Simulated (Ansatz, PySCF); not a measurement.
**Zinc-blende AlP: bulk modulus B0 by level of theory**

No measured value is used here.

```
level (code)         value (GPa)  cell (Å³/atom)
-------------------  -----------  --------------
PBE (Ansatz)                82.6           20.88
PBE-D3(BJ) (Ansatz)         88.6           20.26
MP2 (PySCF)             97.0 ± 3           20.14
CCSD(T) (PySCF)              [?]           20.40
```

Question: Some entries are withheld; supply them.

Answer: 
- CCSD(T) (PySCF), value (GPa): 92.8 ± 3

A ± on a computed value is a rough bar: the spread of its extrapolation, a floor set from checks against published values, or a statistical error. Each level is taken at its own relaxed cell. Ansatz's density-functional and Hartree–Fock values are scalar-relativistic unless marked +SOC, with PAW data made under PBE.

Ansatz is a program for electronic structure.
